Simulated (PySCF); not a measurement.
# EPR parameters of C3H5N

Compound: C₃H₅N (triplet state).
Numbering: `[N:1][CH:2]1[CH2:3][CH2:4]1` (hydrogens: H5 on C2; H6, H7 on C3; H8, H9 on C4)

Method: UKS B3LYP, pcH-1 on C H N, non-relativistic, mean-field spin-orbit, GIAO in PySCF. Isolated species at its GFN2-xTB geometry, gas phase. Couplings are sensitive to structure, and on GFN2-xTB geometries they can be far from those on DFT ones. The SCF solution wasn't tested for stability.

```json
{
 "g1, g2, g3": "2.00211, 2.00348, 2.00349",
 "g_iso": "2.00303",
 "Form of g": "close to axial: the two nearest values differ by 1 % of g3 − g1",
 "⟨S²⟩": "2.0114 (exact 2.0000)",
 "D, E": "1.329, 0.004 cm⁻¹",
 "α and β electrons": "16, 14",
 "Total energy": "-171.95216 Eh",
 "Basis functions": "150"
}
```

Isotropic coupling and dipolar principal values T1 to T3, in MHz; ρ(0) is the spin density at the nucleus:

```json
{"atom": "N1", "isotope": "14N", "a_iso": "20.4", "T1": "-41.4", "T2": "17.6", "T3": "23.8", "Mulliken spin population": "1.70", "ρ(0) (bohr⁻³)": "0.1265"}
{"atom": "C2", "isotope": "13C", "a_iso": "-44.8", "T1": "-5.3", "T2": "-3.5", "T3": "8.8", "Mulliken spin population": "-0.18", "ρ(0) (bohr⁻³)": "-0.0796"}
{"atom": "C3", "isotope": "13C", "a_iso": "41.9", "T1": "-9.8", "T2": "-9.5", "T3": "19.3", "Mulliken spin population": "0.19", "ρ(0) (bohr⁻³)": "0.0746"}
{"atom": "C4", "isotope": "13C", "a_iso": "42.1", "T1": "-9.8", "T2": "-9.5", "T3": "19.3", "Mulliken spin population": "0.19", "ρ(0) (bohr⁻³)": "0.0749"}
{"atom": "H5", "isotope": "1H", "a_iso": "105.7", "T1": "-6.4", "T2": "-2.2", "T3": "8.5", "Mulliken spin population": "0.10", "ρ(0) (bohr⁻³)": "0.0473"}
{"atom": "H6", "isotope": "1H", "a_iso": "2.8", "T1": "-5.4", "T2": "-1.8", "T3": "7.1", "Mulliken spin population": "0.00", "ρ(0) (bohr⁻³)": "0.0012"}
{"atom": "H7", "isotope": "1H", "a_iso": "-5.4", "T1": "-6.3", "T2": "-1.2", "T3": "7.5", "Mulliken spin population": "0.00", "ρ(0) (bohr⁻³)": "-0.0024"}
{"atom": "H8", "isotope": "1H", "a_iso": "-5.4", "T1": "-6.3", "T2": "-1.2", "T3": "7.5", "Mulliken spin population": "0.00", "ρ(0) (bohr⁻³)": "-0.0024"}
{"atom": "H9", "isotope": "1H", "a_iso": "2.8", "T1": "-5.4", "T2": "-1.8", "T3": "7.1", "Mulliken spin population": "0.00", "ρ(0) (bohr⁻³)": "0.0013"}
```

The Mulliken spin populations are largest on N1 (+1.70), C4 (+0.19), C3 (+0.19) and C2 (-0.18). Three atoms exceed +0.15.

Axes: g1 points within 4° of the N1–C2 bond.

The 13C coupling of C2 (-44.8 MHz) shows only in satellite lines or after enrichment, since that isotope makes up about 1.07 % of natural carbon.

β density exceeds α density at some nuclei, such as C2 (-0.0796) and H7/H8 (-0.0024), spin density in bohr⁻³. In a single determinant that takes different orbitals for the two spins, that is spin polarisation.
